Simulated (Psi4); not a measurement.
# BNH4 (SMILES BN): B2PLYP/def2-TZVPP (density fitting for correlation)

Aim: the energy change on altering one bond length of BNH4 at B2PLYP/def2-TZVPP (density fitting for correlation), from 2 runs. The job is set up through a Python script.

The results are computed with Psi4 1.11.

1 further run of the same task is left out (set aside as unsound or not needed).

## 1. The structure to begin with

BNH4 has 6 atoms, charge 0, and is taken as a singlet. As SMILES, `BN`. Geometry: relaxed at PBE0-D4/def2-TZVP.

Bond lengths: B1–N2 1.385 Å, B1–H3 1.197 Å, B1–H4 1.197 Å, N2–H5 1.006 Å, N2–H6 1.006 Å. Angles: B1–N2–H5 123.2°, B1–N2–H6 123.2°, N2–B1–H3 119.0°, N2–B1–H4 119.0°, H5–N2–H6 113.5°, H3–B1–H4 122.0°.

## 2. A single-point energy at B2PLYP/def2-TZVPP (density fitting for correlation)

The input, bh4n.xyz:

```xyz
6
BH4N
B     -0.128200    -0.679600    -0.025600
N      0.146100     0.677400     0.010800
H      0.225800    -1.368000     0.887500
H     -0.712000    -1.128700    -0.969200
H     -0.121600     1.313700    -0.720800
H      0.632000     1.121400     0.771300
```

The input, job.py:

```python
import psi4

psi4.set_memory('1600 MB')
psi4.set_num_threads(1)
psi4.core.set_output_file('psi4.out', False)

with open('bh4n.xyz') as f:
    atoms = ''.join(f.readlines()[2:])
m = psi4.geometry('0 1\n' + atoms + 'symmetry c1')

psi4.set_options({
    'basis': 'def2-TZVPP',
    'puream': True,
    'e_convergence': 1e-09,
    'd_convergence': 1e-08,
    'scf_type': 'pk',
    'dft_radial_points': 99,
    'dft_spherical_points': 590,
    'num_frozen_docc': 2,
})

e_tot = psi4.energy("b2plyp")
print('E =', round(e_tot, 9))
```

Started as:

```sh
$ python job.py
```

psi4.out (excerpt; [...] marks lines left out):

```text
[...]
  Running in c1 symmetry.
[...]
  Nuclear repulsion =   32.316093047941223
[...]
  Multiplicity = 1
[...]
  Nalpha       = 8
  Nbeta        = 8
[...]
    Number of basis functions: 118
[...]
   @RKS iter   1:   -81.72249720452035   -5.43508e-01   5.31692e-03 ADIIS/DIIS
[...]
   @RKS iter   9:   -81.89185812801672   -2.26095e-11   9.18433e-09 DIIS
[...]
    Orbital Energies [Eh]
    ---------------------
    Doubly Occupied:
       1A    -14.836103     2A     -7.085579     3A     -0.993557
       4A     -0.607564     5A     -0.587915     6A     -0.461460
       7A     -0.380354     8A     -0.363214
[...]
  @RKS Final Energy:   -81.89185812801672
   => Energetics <=
    Nuclear Repulsion Energy =             32.3160930479412229
    One-Electron Energy =                -173.4798621679328789
    Two-Electron Energy =                  65.2529860180917893
    DFT Exchange-Correlation Energy =      -5.9810750261168497
    Empirical Dispersion Energy =           0.0000000000000000
    VV10 Nonlocal Energy =                  0.0000000000000000
    Total Energy =                        -81.8918581280167217
[...]
 Multipole Moments:
 ------------------------------------------------------------------------------------
     Multipole            Electronic (a.u.)      Nuclear  (a.u.)        Total (a.u.)
 ------------------------------------------------------------------------------------
 L = 1.  Multiply by 2.5417464519 to convert [e a0] to [Debye]
 Dipole X            :          0.0631346            0.0811556            0.1442902
 Dipole Y            :          0.3127510            0.4016450            0.7143960
 Dipole Z            :          0.0084156            0.0107185            0.0191341
 Magnitude           :                                                    0.7290730
[...]
```

The script printed:

```text
E = -81.998268651
```

Wall time 12 s (1 thread of Intel Xeon 6975P-C (Granite Rapids), shared host); peak memory 0.7 GiB.

## 3. The distorted shape

The input, bh4n.py:

```python
import psi4

psi4.set_memory('1600 MB')
psi4.set_num_threads(1)
psi4.core.set_output_file('psi4.out', False)

geom = psi4.geometry("""
0 1
B     -0.169352    -0.883187    -0.031061
N      0.146100     0.677400     0.010800
H      0.184648    -1.571587     0.882039
H     -0.753152    -1.332287    -0.974661
H     -0.121600     1.313700    -0.720800
H      0.632000     1.121400     0.771300
units angstrom
symmetry c1
""")

psi4.set_options({
    'basis': 'def2-TZVPP',
    'puream': True,
    'e_convergence': 1e-09,
    'd_convergence': 1e-08,
    'scf_type': 'pk',
    'dft_radial_points': 99,
    'dft_spherical_points': 590,
    'num_frozen_docc': 2,
})

energy_value = psi4.energy('b2plyp')
print(f'b2plyp energy: {energy_value:.10f} Eh')
```

Started as:

```sh
$ python bh4n.py
```

psi4.out (excerpt; [...] marks lines left out):

```text
[...]
  Running in c1 symmetry.
[...]
  Nuclear repulsion =   30.057889293365918
[...]
  Multiplicity = 1
[...]
  Nalpha       = 8
  Nbeta        = 8
[...]
    Number of basis functions: 118
[...]
   @RKS iter   1:   -81.71810370134995   -7.23538e-01   5.01711e-03 DIIS/ADIIS
[...]
   @RKS iter  10:   -81.86697394148453   -4.93117e-12   1.42923e-09 DIIS
[...]
    Orbital Energies [Eh]
    ---------------------
    Doubly Occupied:
       1A    -14.832861     2A     -7.128350     3A     -0.957150
       4A     -0.588114     5A     -0.563576     6A     -0.453069
       7A     -0.402592     8A     -0.330298
[...]
  @RKS Final Energy:   -81.86697394148453
   => Energetics <=
    Nuclear Repulsion Energy =             30.0578892933659176
    One-Electron Energy =                -169.0614767697051093
    Two-Electron Energy =                  63.0767494852121970
    DFT Exchange-Correlation Energy =      -5.9401359503575328
    Empirical Dispersion Energy =           0.0000000000000000
    VV10 Nonlocal Energy =                  0.0000000000000000
    Total Energy =                        -81.8669739414845310
[...]
 Multipole Moments:
 ------------------------------------------------------------------------------------
     Multipole            Electronic (a.u.)      Nuclear  (a.u.)        Total (a.u.)
 ------------------------------------------------------------------------------------
 L = 1.  Multiply by 2.5417464519 to convert [e a0] to [Debye]
 Dipole X            :         -0.0121370            0.0947938            0.0826568
 Dipole Y            :         -0.0596514            0.4691158            0.4094645
 Dipole Z            :         -0.0015699            0.0125283            0.0109584
 Magnitude           :                                                    0.4178677
[...]
```

Standard output:

```text
b2plyp energy: -81.9751389410 Eh
```

Run time: 12 s. Hardware: 1 thread of Intel Xeon 6975P-C (Granite Rapids), shared host; peak memory 0.71 GiB.

## 4. Summary of results

Level: B2PLYP/def2-TZVPP (density fitting for correlation), 2 core orbitals frozen.

```
                                                         quantity         value
                                        first shape: total energy  -81.99827 Eh
                   first shape: HOMO energy (SCF part's orbitals)      -9.88 eV
                   first shape: LUMO energy (SCF part's orbitals)       1.44 eV
                 first shape: HOMO–LUMO gap (SCF part's orbitals)      11.32 eV
                                    distorted shape: total energy  -81.97514 Eh
               distorted shape: HOMO energy (SCF part's orbitals)      -8.99 eV
               distorted shape: LUMO energy (SCF part's orbitals)       0.72 eV
             distorted shape: HOMO–LUMO gap (SCF part's orbitals)       9.70 eV
energy change with the B1–N2 bond stretched from 1.385 to 1.593 Å      0.629 eV
```

In words: With the B1–N2 bond stretched from 1.385 to 1.593 Å the energy rises by 0.63 eV (60.7 kJ/mol). The first shape isn't relaxed at this level, so the change isn't measured from a minimum.
